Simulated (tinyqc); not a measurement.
Inside a calculation. Method: UHF in the sto-3g basis, for BH, spin multiplicity 3. One step of it, computed by the program tinyqc.

Question. Iteration 2: diagonalisation and new density. Diagonalise F' = X^T F X, C = X C', fill 4 alpha and 2 beta electrons from the bottom; D(s) = C_occ C_occ^T. Each column has its largest component positive (the first on a tie).

F(alpha) (hartree), order 1B 1s, 1B 2s, 1B 2px, 1B 2py, 1B 2pz, 2H 1s:
```
[[-7.490842, -2.196489, 0.000000, 0.000000, -0.000579, -0.111372],
 [-2.196489, -1.170381, 0.000000, 0.000000, 0.100865, -0.208448],
 [0.000000, 0.000000, -0.333726, -0.004435, 0.000000, 0.000000],
 [0.000000, 0.000000, -0.004435, 0.158078, 0.000000, 0.000000],
 [-0.000579, 0.100865, 0.000000, 0.000000, -0.013783, -0.230220],
 [-0.111372, -0.208448, 0.000000, 0.000000, -0.230220, -0.119001]]
```

F(beta) (hartree), order 1B 1s, 1B 2s, 1B 2px, 1B 2py, 1B 2pz, 2H 1s:
```
[[-7.421244, -2.169681, 0.000000, 0.000000, 0.000410, -0.106303],
 [-2.169681, -0.699589, 0.000000, 0.000000, -0.089132, -0.240361],
 [0.000000, 0.000000, 0.341090, 0.000570, 0.000000, 0.000000],
 [0.000000, 0.000000, 0.000570, 0.277841, 0.000000, 0.000000],
 [0.000410, -0.089132, 0.000000, 0.000000, 0.241258, -0.180337],
 [-0.106303, -0.240361, 0.000000, 0.000000, -0.180337, -0.067923]]
```

X, order 1B 1s, 1B 2s, 1B 2px, 1B 2py, 1B 2pz, 2H 1s:
```
[[1.029140, -0.143477, 0.000000, 0.000000, -0.002816, 0.013759],
 [-0.143477, 1.043419, 0.000000, 0.000000, 0.017795, -0.100746],
 [0.000000, 0.000000, 1.000000, 0.000000, 0.000000, 0.000000],
 [0.000000, 0.000000, 0.000000, 1.000000, 0.000000, 0.000000],
 [-0.002816, 0.017795, 0.000000, 0.000000, 1.021567, -0.122839],
 [0.013759, -0.100746, 0.000000, 0.000000, -0.122839, 1.035530]]
```

Give: F' = X^T F X; orbital energies; coefficients C; F' = X^T F X; orbital energies; coefficients C; D(alpha) after iteration 2; D(beta) after iteration 2.

Answer.

F' = X^T F X (alpha) (hartree):
```
[[-7.3115, -1.1173, 0.0000, 0.0000, -0.0245, 0.0229],
 [-1.1173, -0.7268, 0.0000, 0.0000, 0.1425, -0.1439],
 [0.0000, 0.0000, -0.3337, -0.0044, 0.0000, 0.0000],
 [0.0000, 0.0000, -0.0044, 0.1581, 0.0000, 0.0000],
 [-0.0245, 0.1425, 0.0000, 0.0000, 0.0459, -0.2454],
 [0.0229, -0.1439, 0.0000, 0.0000, -0.2454, -0.0336]]
```

orbital energies (alpha) (hartree): [-7.4959, -0.5926, -0.3338, -0.2417, 0.1581, 0.3042]

coefficients C (alpha), order 1B 1s, 1B 2s, 1B 2px, 1B 2py, 1B 2pz, 2H 1s:
```
[[0.9920, -0.2972, 0.0000, 0.0221, 0.0000, -0.0835],
 [0.0284, 1.0007, 0.0000, -0.1107, 0.0000, 0.3245],
 [0.0000, 0.0000, 1.0000, 0.0000, -0.0090, 0.0000],
 [0.0000, 0.0000, 0.0090, 0.0000, 1.0000, 0.0000],
 [0.0002, -0.1563, 0.0000, 0.5829, 0.0000, 0.8336],
 [-0.0027, 0.1144, 0.0000, 0.6986, 0.0000, -0.7724]]
```

F' = X^T F X (beta) (hartree):
```
[[-7.2358, -1.1692, 0.0000, 0.0000, 0.0022, 0.0351],
 [-1.1692, -0.2206, 0.0000, 0.0000, -0.0473, -0.2079],
 [0.0000, 0.0000, 0.3411, 0.0006, 0.0000, 0.0000],
 [0.0000, 0.0000, 0.0006, 0.2778, 0.0000, 0.0000],
 [0.0022, -0.0473, 0.0000, 0.0000, 0.2937, -0.2123],
 [0.0351, -0.2079, 0.0000, 0.0000, -0.2123, 0.0191]]
```

orbital energies (beta) (hartree): [-7.4256, -0.2761, 0.1392, 0.2778, 0.3411, 0.4189]

coefficients C (beta), order 1B 1s, 1B 2s, 1B 2px, 1B 2py, 1B 2pz, 2H 1s:
```
[[0.9929, -0.1917, -0.2321, 0.0000, 0.0000, -0.0593],
 [0.0255, 0.6238, 0.8210, 0.0000, 0.0000, 0.2364],
 [0.0000, 0.0000, 0.0000, -0.0090, 1.0000, 0.0000],
 [0.0000, 0.0000, 0.0000, 1.0000, 0.0090, 0.0000],
 [0.0008, 0.2448, -0.3906, 0.0000, 0.0000, 0.9200],
 [-0.0028, 0.6102, -0.5322, 0.0000, 0.0000, -0.6650]]
```

D(alpha) after iteration 2, order 1B 1s, 1B 2s, 1B 2px, 1B 2py, 1B 2pz, 2H 1s:
```
[[1.0729, -0.2717, 0.0000, 0.0000, 0.0596, -0.0213],
 [-0.2717, 1.0145, 0.0000, 0.0000, -0.2210, 0.0370],
 [0.0000, 0.0000, 0.9999, 0.0090, 0.0000, 0.0000],
 [0.0000, 0.0000, 0.0090, 0.0001, 0.0000, 0.0000],
 [0.0596, -0.2210, 0.0000, 0.0000, 0.3642, 0.3893],
 [-0.0213, 0.0370, 0.0000, 0.0000, 0.3893, 0.5012]]
```

D(beta) after iteration 2, order 1B 1s, 1B 2s, 1B 2px, 1B 2py, 1B 2pz, 2H 1s:
```
[[1.0225, -0.0942, 0.0000, 0.0000, -0.0461, -0.1198],
 [-0.0942, 0.3898, 0.0000, 0.0000, 0.1527, 0.3806],
 [0.0000, 0.0000, 0.0000, 0.0000, 0.0000, 0.0000],
 [0.0000, 0.0000, 0.0000, 0.0000, 0.0000, 0.0000],
 [-0.0461, 0.1527, 0.0000, 0.0000, 0.0599, 0.1494],
 [-0.1198, 0.3806, 0.0000, 0.0000, 0.1494, 0.3723]]
```
